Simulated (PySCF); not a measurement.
# How well do the runs reproduce experiment for C2H5F?

**The experiment to reproduce.**

From NIST CCCBDB Release 22 (SRD 101), experimental dipoles, for the gas: dipole moment 1.96 D.

How close the calculation comes is told at the end.

Compound: C2H5F.
Numbering: `[CH3:1][CH2:2][F:3]` (hydrogens: H4, H5, H6 on C1; H7, H8 on C2)

Structure used (PBE0-D3(BJ)/def2-SVP), in Å, numbered top down from 1:
```xyz
8
C2H5F angstrom
C     -0.760   -0.028   -0.019
C      0.745   -0.049    0.026
F      1.227    1.174    0.428
H     -1.176    0.193    0.975
H     -1.115    0.743   -0.720
H     -1.151   -1.002   -0.349
H      1.170   -0.278   -0.968
H      1.112   -0.814    0.733
```

The PySCF runs (gas phase, on this PBE0-D3(BJ)/def2-SVP geometry; no spin–orbit coupling):

```
                             level                                                           job  basis functions  wall time
PBE0-D3(BJ)/def2-SVP, grid level 1  geometry optimisation from a GFN2-xTB start shaken at random               67      7.2 s
```

Hardware: one thread, Arm Neoverse N1 (aarch64) (shared host).

Results beside the measurements:

**Dipole moment.** Measured: 1.96 D (NIST CCCBDB Release 22 (SRD 101), experimental dipoles).

| level | computed (D) | computed − measured (D) | % (from the printed values) |
| --- | --- | --- | --- |
| PBE0-D3(BJ)/def2-SVP | 1.77 | -0.19 | -10 |

The computed dipoles belong to one fixed geometry; measured ones are averaged over vibrations unless marked μe. Magnitudes are compared, not signs.

The geometry is computed, not the measured one. Where a level misses, the cause wasn't examined.
